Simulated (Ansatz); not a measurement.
## α-phase Ga: elastic constant C66 by level of theory

No measured value is used here.

| level (code) | value (GPa) | cell (Å³/atom) |
|---|---|---|
| LDA (Ansatz) | 29.2 | 19.59 |
| PBE (Ansatz) | 28.3 | 20.30 |
| PBEsol (Ansatz) | 31.1 | 19.59 |
| PBE-D3(BJ) (Ansatz) | ___ | 19.38 |
| r²SCAN (Ansatz) | 31.2 | 19.59 |

Question: What belongs in the gaps?

Answer: 
- PBE-D3(BJ) (Ansatz, a program for electronic structure), value (GPa): 31.9

PBE-D3(BJ): the dispersion coefficients are held fixed in the derivatives. Values are at the measured cell; PBE at the level's own equilibrium cell; PBE-D3(BJ) at the level's own relaxed cell. Cutoffs differ between the levels. Ansatz's density-functional and Hartree–Fock values are scalar-relativistic unless marked +SOC, with PAW data made under PBE.
